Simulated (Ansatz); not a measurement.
Energy needed to pull apart CH₆B₂ (SMILES BBC), closed shell, into free ground-state atoms, from the structure below (at a frame of a short PBE0-D4/def2-SVP trajectory); no zero-point or spin–orbit terms; open-shell atoms are treated unrestricted, in their ground-state multiplicity.

B1  (-0.584, 0.912, -1.171)
B2  (-0.129, 0.409, 0.327)
C3  (0.510, -0.897, 0.818)
H4  (-1.604, 0.656, -1.734)
H5  (0.011, 1.566, -1.950)
H6  (-0.592, 1.296, 1.113)
H7  (-0.357, -1.518, 1.042)
H8  (1.177, -1.414, 0.102)
H9  (0.926, -0.778, 1.813)
(Å)

Program: Ansatz 0.2.0. Basis: def2-TZVPP. Cores are frozen in the correlated methods.

| method | atomization energy (kJ/mol) |
| --- | --- |
| PBE-D4 | 3192 |
| r2SCAN-D4 | 3180 |
| PBE0-D4 | 3171 |
| wB97M-V | ? |
| HF | 2494 |
| MP2 | ? |
| CCSD | 3045 |
| CCSD(T) | 3071 |

(1) What does MP2 give? (An estimate is asked for; the value comes from the calculation.)

(2) What does wB97M-V give? (An estimate is asked for; the value comes from the calculation.)

T1 diagnostic: at most 0.012.

## Answers

(1) By the calculation: 3089 kJ/mol, which is about 19 kJ/mol more than CCSD(T)/def2-TZVPP.

(2) The calculation gives: 3166 kJ/mol, which is about 96 kJ/mol more than CCSD(T)/def2-TZVPP.

In triple zeta the MP2 and coupled-cluster atomization energies are still short of their basis limit by a few kcal/mol a bond, whereas those of the functionals are nearly converged, so these differences are not deviations from converged CCSD(T).

For scale, one of the runs: CCSD(T)/def2-TZVPP forces, 177 basis functions, launched by `ansatz run in.yaml --threads 2 --pin off --events-out ev --progress --plain --max-ram 3481MiB`. Hardware: 2 CPU threads of an Arm Neoverse N1, shared host. Wall time 6.9 min; peak host memory 1.7 GiB.
